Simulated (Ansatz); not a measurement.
A nudged elastic band was laid between two geometries of FH3Si + H2S (8 atoms, charge 0, multiplicity 1).

Theory: RKS PBE0/def2-SVP in Ansatz 0.2.0.

```
movable images  : 9
climbing image  : yes
spring          : 5.0 eV/Å²
optimiser       : quadratic models (default)
start path      : through a guess of the saddle point
force threshold : 0.05 eV/Å
iteration limit : 60
end points      : relaxed
```

Image 0:

```xyz
8
Properties=species:S:1:pos:R:3
Si 0.367 0.058 -0.161
F 0.167 -0.180 1.443
H 1.831 -0.013 -0.429
H -0.158 1.401 -0.521
H -0.337 -1.025 -0.898
S -3.146 0.113 1.000
H -3.231 -1.224 0.841
H -2.082 -0.002 1.825
```

Image 10:

```xyz
8
Properties=species:S:1:pos:R:3
Si -0.423 -0.068 -0.508
F -0.271 0.620 2.574
H 0.562 -0.920 0.210
H -0.065 1.373 -0.457
H -0.538 -0.521 -1.925
S -2.367 -0.185 0.460
H -2.390 -1.535 0.528
H -1.095 0.363 2.219
```

**Question.** What changes between the two ends?

**Answer.** Bonds broken: Si1–F2, S6–H8. Bonds formed: Si1–S6, F2–H8. FH3Si + H2S becomes FH + H4SSi.

**Question.** What energy profile does the band end with?

**Answer.** The forces met the threshold. The highest image is number 5 of 0 to 10, 36.9 kcal/mol above the first end and 25.4 kcal/mol above the last; the last end lies 11.5 kcal/mol above the first. A vibrational analysis at the climbing image gives one clearly imaginary mode, 686i cm⁻¹: a first-order saddle point. The orbitals stay closed-shell, which can raise the energy where a bond breaks towards radicals; this wasn't checked here.

| image | path coordinate (Å) | energy (kcal/mol) | Si1–F2 (Å) | S6–H8 (Å) | Si1–S6 (Å) |
| --- | --- | --- | --- | --- | --- |
| 0 | 0.00 | 0.0 | 1.63 | 1.35 | 3.70 |
| 1 | 0.45 | 0.2 | 1.63 | 1.35 | 3.64 |
| 2 | 0.90 | 2.0 | 1.64 | 1.35 | 3.39 |
| 3 | 1.35 | 9.6 | 1.66 | 1.36 | 3.06 |
| 4 | 1.80 | 24.1 | 1.73 | 1.40 | 2.72 |
| 5 | 2.25 | 36.9 | 1.94 | 1.62 | 2.47 |
| 6 | 2.60 | 30.6 | 2.20 | 1.82 | 2.33 |
| 7 | 2.96 | 21.5 | 2.50 | 1.95 | 2.24 |
| 8 | 3.31 | 14.9 | 2.79 | 2.06 | 2.20 |
| 9 | 3.66 | 11.9 | 3.06 | 2.18 | 2.18 |
| 10 | 4.02 | 11.5 | 3.16 | 2.24 | 2.18 |

**Question.** What is the geometry of the highest image?

**Answer.** 
```xyz
8
Properties=species:S:1:pos:R:3
Si -0.229 0.035 -0.160
F -0.165 0.193 1.769
H 1.159 -0.496 0.023
H -0.237 1.477 -0.509
H -0.696 -0.780 -1.331
S -2.531 -0.045 0.724
H -2.579 -1.393 0.817
H -1.310 0.138 1.767
```

**Question.** What are the harmonic wavenumbers there?

**Answer.** 686i, 129, 334, 340, 460, 529, 696, 728, 866, 923, 1000, 1106, 1121, 1449, 2174, 2211, 2288, 2713 cm⁻¹.

Run time: 10 min on 1 thread of Arm Neoverse N1 (shared host), peak memory 0.17 GiB.
